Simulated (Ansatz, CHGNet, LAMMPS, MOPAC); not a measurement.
# Ladder of methods for the TO(Γ) frequency of diamond

Reference value: 1333 cm⁻¹ (measured, low temperature, no zero-point or thermal correction; as tabulated in Kunc et al. (2003), arXiv:cond-mat/0304692).

```csv
level (code),value (cm⁻¹),cell (Å³/atom)
LCBOP C.lcbop (LAMMPS),1089,5.66
PM7 semi-empirical Hartree-Fock (MOPAC) (MOPAC),?,5.70
CHGNet 0.3.0 (CHGNet),1235,5.70
CHGNet-r²SCAN (CHGNet),1041,5.64
LDA (Ansatz),1323,5.51
PBE (Ansatz),1290,5.70
PBE-D3(BJ) (Ansatz),?,5.63
r²SCAN (Ansatz),1324,5.64
```

Task: Fill in the missing entries.

Result: 
- PM7 semi-empirical Hartree-Fock (MOPAC) (MOPAC), value (cm⁻¹): 1240
- PBE-D3(BJ) (Ansatz, a quantum-chemistry and plane-wave program), value (cm⁻¹): 1306

Differences against the reference: LCBOP C.lcbop -18.3 %, PM7 semi-empirical Hartree-Fock (MOPAC) -7.0 %, CHGNet 0.3.0 -7.4 %, CHGNet-r²SCAN -22 %, LDA -0.8 %, PBE -3.2 %, PBE-D3(BJ) -2.0 %, r²SCAN -0.7 %.

Leaving aside LCBOP C.lcbop, which can be fitted to such values or carry a doubt: Nearest, and too close to rank with a margin of 2.0 % (twice that across the reference) picked here for doubts on the reference and the settings, and for temperature and zero-point motion: r²SCAN (-0.7 %), LDA (-0.8 %), PBE-D3(BJ) (-2.0 %). Farthest off: CHGNet-r²SCAN (-22 %). Within 10 %: PM7 semi-empirical Hartree-Fock (MOPAC), CHGNet 0.3.0, LDA, PBE, PBE-D3(BJ), r²SCAN.

The measured value isn't corrected to a static lattice, so vibrations enter the comparison.  PM7 semi-empirical Hartree-Fock (MOPAC): the method was fitted mainly to molecules. PM7 semi-empirical Hartree-Fock (MOPAC): the run uses a supercell at the zone centre in place of a k mesh. PBE-D3(BJ): the dispersion coefficients are held fixed in the derivatives. Each level is taken at its own relaxed cell. Cutoffs and k meshes differ between the levels. Ansatz's density-functional and Hartree–Fock values are scalar-relativistic unless marked +SOC, with PAW data made under PBE.

Empirical potentials (LCBOP C.lcbop) are fitted to chosen data, which need not cover the solid at hand: agreement can be built in, and what lay outside the fit can be far off. Machine-learned potentials (CHGNet 0.3.0, CHGNet-r²SCAN) are trained on DFT data, which may include these solids.

Differences are worked out from the printed values.
